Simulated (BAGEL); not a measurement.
# HF (hydrogen fluoride) at CASPT2(8,5)/6-31G(d) (density fitting with qzvpp-jkfit, spherical functions)

Aim: the energy change on altering one bond length of HF (hydrogen fluoride) at CASPT2(8,5)/6-31G* (density fitting with qzvpp-jkfit, spherical functions), from 2 runs. 

Program for the calculation: BAGEL 1.2.2.

1 further run of the same task is left out (set aside as unsound or not needed). Runs told in other sessions of the task aren't counted.

**1. Starting point**

HF has 2 atoms, charge 0, and is taken as a singlet. As SMILES, `F`. Geometry: relaxed at PBE0-D4/def2-TZVP.

Bond lengths: F1–H2 0.920 Å.

**2. The energy at CASPT2(8,5)/6-31G(d) (density fitting with qzvpp-jkfit, spherical functions)**

The input, calc.json:

```json
{ "bagel": [

{
  "title": "molecule",
  "basis": "6-31gs.json",
  "df_basis": "qzvpp-jkfit",
  "angstrom": "true",
  "geometry": [
    { "atom": "F", "xyz": [      -0.390000,       0.144600,      -0.196400 ] },
    { "atom": "H", "xyz": [       0.390000,      -0.144600,       0.196400 ] }
  ]
},

{ "title": "hf" },

{ "title": "casscf", "nstate": 1, "nact": 5, "nclosed": 1, "maxiter": 200, "natocc": "true" },

{ "title": "print", "file": "orbitals.molden", "orbitals": "true" },

{ "title": "smith", "method": "caspt2", "ms": "true", "xms": "true", "sssr": "true", "shift": 0.0, "ncore": 1 }

]}
```

The basis set 6-31G* is read from a file made from the Basis Set Exchange's data (not shown).

Started as:

```sh
$ BAGEL_NUM_THREADS=1 BAGEL calc.json > calc.out
```

What it wrote:

```text
* using 1 threads per process

  ===============================================================
  ===============================================================

  *** Geometry ***

  { "atom" : "F", "xyz" : [     -0.736993,      0.273254,     -0.371142 ] },
  { "atom" : "H", "xyz" : [      0.736993,     -0.273254,      0.371142 ] },

  Number of auxiliary basis functions:       95

  Since a DF basis is specified, we compute 2- and 3-index integrals:
    o Being stored without compression. Storage requirement is 0.000 GB

  Number of basis functions:       16
  Number of electrons      :       10

    * METHOD: MOLECULE                             0.02

  *** RHF ***

  === Nuclear Repulsion ===
     5.1769523111

      * DIIS with orbital gradients will be used.

  === RHF iteration (6-31gs.json) ===
      0        -99.91228595          0.06898121           0.00
      1        -99.97606647          0.03396700           0.00
      2       -100.00039598          0.00361901           0.00
      3       -100.00067912          0.00056575           0.00
      4       -100.00069102          0.00009554           0.00
      5       -100.00069149          0.00000948           0.00
      6       -100.00069149          0.00000108           0.00
      7       -100.00069149          0.00000006           0.00
      8       -100.00069149          0.00000001           0.00
      9       -100.00069149          0.00000000           0.00
    * SCF iteration converged.

    * Permanent dipole moment:
           (   -0.663672,     0.246069,    -0.334218) a.u.

    * METHOD: HF                                   0.03

  ---------------------------
      CASSCF calculation
  ---------------------------

    * nstate   :      1
    * nclosed  :      1
    * nact     :      5
    * nvirt    :     10
  === CASSCF iteration (6-31gs.json) ===

    * Using the second-order algorithm

      0  0      -100.00440431     3.66e-03      0.00

      1  0      -100.02456294     4.99e-03      0.01

      2  0      -100.02605360     1.21e-03      0.01

      3  0      -100.02607746     4.81e-04      0.01

      4  0      -100.02607924     1.82e-04      0.01

      5  0      -100.02607946     6.59e-05      0.01

      6  0      -100.02607948     2.34e-05      0.01

      7  0      -100.02607949     8.24e-06      0.01

      8  0      -100.02607949     2.91e-06      0.01

      9  0      -100.02607949     1.03e-06      0.01

     10  0      -100.02607949     3.64e-07      0.01

     11  0      -100.02607949     1.29e-07      0.01

     12  0      -100.02607949     4.58e-08      0.01

     13  0      -100.02607949     1.63e-08      0.01

     14  0      -100.02607949     5.82e-09      0.00

    * Second-order optimization converged. *

     guess   0:   closed 1111.                open .....

  === FCI iteration ===

      0  0      -100.00027725     5.00e-02      0.00
      1  0      -100.02550014     7.77e-03      0.00
      2  0      -100.02606029     1.21e-03      0.00
      3  0      -100.02607906     1.83e-04      0.00
      4  0      -100.02607949     1.38e-05      0.00
      5  0      -100.02607949     4.67e-07      0.00
      6  0 *    -100.02607949     3.39e-14      0.00

     * ci vector, state   0, <S^2> = 0.0000
       2222.     0.9944736219
       222.2    -0.1031062610

    * METHOD: CASSCF                               0.09

    * METHOD: PRINT                                0.00

  === SMITH program ===

    * freezing 1 orbital

    * Approximate memory requirement for SMITH calulation per MPI process:
      o Storage requirement for T-amplitude, lambda, and residual is 0.00 GB
      o Storage requirement for MO integrals is 0.00 GB
    * Calculating and saving rdm4f

    * Zeroth order energy : state  0       -7.3920451720

    * CASPT2 iteration is performed using redundant basis

      ---- iteration ----

        0    -0.15132132     0.02071810      0.01
        1    -0.15208104     0.00180850      0.01
        2    -0.15209241     0.00011068      0.01
        3    -0.15209245     0.00001911      0.01
        4    -0.15209245     0.00000258      0.01
        5    -0.15209245     0.00000039      0.01

      -------------------

    * CASPT2 energy : state  0     -100.1781719380
        reference weight              0.9689029624

    * METHOD: SMITH                                0.09

  ===============================================================
```

It took 0.36 s on 1 thread of Arm Neoverse V1, shared host.

**3. The distorted shape, same level**

The input, caspt2.json:

```json
{ "bagel" : [

{
  "title" : "molecule",
  "basis" : "6-31gs.json",
  "df_basis" : "qzvpp-jkfit",
  "angstrom" : true,
  "geometry" : [
    { "atom" : "F", "xyz" : [   -0.507038,    0.187994,   -0.255339 ] },
    { "atom" : "H", "xyz" : [    0.390000,   -0.144600,    0.196400 ] }
  ]
},
{ "title" : "hf" },
{ "title" : "casscf", "nstate" : 1, "nact" : 5, "nclosed" : 1, "maxiter" : 200, "natocc" : true },
{ "title" : "print", "file" : "orbitals.molden", "orbitals" : true },
{ "title" : "smith", "method" : "caspt2", "ms" : true, "xms" : true, "sssr" : true, "shift" : 0.0, "ncore" : 1 }

]}
```

The basis set 6-31G* is read from a file made from the Basis Set Exchange's data (not shown).

Started as:

```sh
$ BAGEL_NUM_THREADS=1 BAGEL caspt2.json > caspt2.out
```

What it wrote:

```text
* using 1 threads per process

  ===============================================================
  ===============================================================

  *** Geometry ***

  { "atom" : "F", "xyz" : [     -0.958163,      0.355257,     -0.482521 ] },
  { "atom" : "H", "xyz" : [      0.736993,     -0.273254,      0.371142 ] },

  Number of auxiliary basis functions:       95

  Since a DF basis is specified, we compute 2- and 3-index integrals:
    o Being stored without compression. Storage requirement is 0.000 GB

  Number of basis functions:       16
  Number of electrons      :       10

    * METHOD: MOLECULE                             0.01

  *** RHF ***

  === Nuclear Repulsion ===
     4.5015073297

      * DIIS with orbital gradients will be used.

  === RHF iteration (6-31gs.json) ===
      0        -99.87779538          0.07252030           0.00
      1        -99.94847271          0.03912566           0.00
      2        -99.98138972          0.00448981           0.00
      3        -99.98194327          0.00072452           0.00
      4        -99.98196778          0.00012685           0.00
      5        -99.98196866          0.00001228           0.00
      6        -99.98196867          0.00000128           0.00
      7        -99.98196867          0.00000011           0.00
      8        -99.98196867          0.00000003           0.00
      9        -99.98196867          0.00000001           0.00
     10        -99.98196867          0.00000000           0.00
    * SCF iteration converged.

    * Permanent dipole moment:
           (   -0.742617,     0.275340,    -0.373974) a.u.

    * METHOD: HF                                   0.03

  ---------------------------
      CASSCF calculation
  ---------------------------

    * nstate   :      1
    * nclosed  :      1
    * nact     :      5
    * nvirt    :     10
  === CASSCF iteration (6-31gs.json) ===

    * Using the second-order algorithm

      0  0       -99.99053676     7.79e-03      0.00

      1  0      -100.01011010     5.60e-03      0.01

      2  0      -100.01428413     2.09e-03      0.01

      3  0      -100.01436707     8.84e-04      0.01

      4  0      -100.01437244     3.30e-04      0.01

      5  0      -100.01437303     1.18e-04      0.01

      6  0      -100.01437311     4.20e-05      0.01

      7  0      -100.01437312     1.48e-05      0.01

      8  0      -100.01437312     5.25e-06      0.01

      9  0      -100.01437312     1.86e-06      0.01

     10  0      -100.01437312     6.60e-07      0.01

     11  0      -100.01437312     2.34e-07      0.01

     12  0      -100.01437312     8.31e-08      0.01

     13  0      -100.01437312     2.95e-08      0.01

     14  0      -100.01437312     1.05e-08      0.00

     15  0      -100.01437312     3.76e-09      0.00

    * Second-order optimization converged. *

     guess   0:   closed 1111.                open .....

  === FCI iteration ===

      0  0       -99.98099568     4.96e-02      0.00
      1  0      -100.01349188     8.12e-03      0.00
      2  0      -100.01432972     1.68e-03      0.00
      3  0      -100.01437248     2.34e-04      0.00
      4  0      -100.01437311     1.96e-05      0.00
      5  0      -100.01437312     1.15e-06      0.00
      6  0 *    -100.01437312     9.27e-15      0.00

     * ci vector, state   0, <S^2> = -0.0000
       2222.     0.9905369733
       222.2    -0.1354206938

    * METHOD: CASSCF                               0.10

    * METHOD: PRINT                                0.00

  === SMITH program ===

    * freezing 1 orbital

    * Approximate memory requirement for SMITH calulation per MPI process:
      o Storage requirement for T-amplitude, lambda, and residual is 0.00 GB
      o Storage requirement for MO integrals is 0.00 GB
    * Calculating and saving rdm4f

    * Zeroth order energy : state  0       -7.0704065256

    * CASPT2 iteration is performed using redundant basis

      ---- iteration ----

        0    -0.15248550     0.01988885      0.01
        1    -0.15319689     0.00155508      0.01
        2    -0.15320604     0.00010522      0.01
        3    -0.15320608     0.00001900      0.01
        4    -0.15320609     0.00000229      0.01
        5    -0.15320609     0.00000029      0.01

      -------------------

    * CASPT2 energy : state  0     -100.1675792027
        reference weight              0.9679403889

    * METHOD: SMITH                                0.09

  ===============================================================
```

Run time: 0.38 s. Hardware: 1 thread of Arm Neoverse V1, shared host.

**4. Results**

Level: CASPT2(8,5)/6-31G* (density fitting with qzvpp-jkfit, spherical functions), 1 core orbital frozen.

| quantity | value |
| --- | --- |
| first shape: total energy | -100.17817 Eh |
| distorted shape: total energy | -100.16758 Eh |
| energy change with the F1–H2 bond stretched from 0.920 to 1.058 Å | 0.288 eV |

**Reading.** With the F1–H2 bond stretched from 0.920 to 1.058 Å the energy rises by 0.29 eV (27.8 kJ/mol). The first shape isn't relaxed at this level, so the change isn't measured from a minimum.
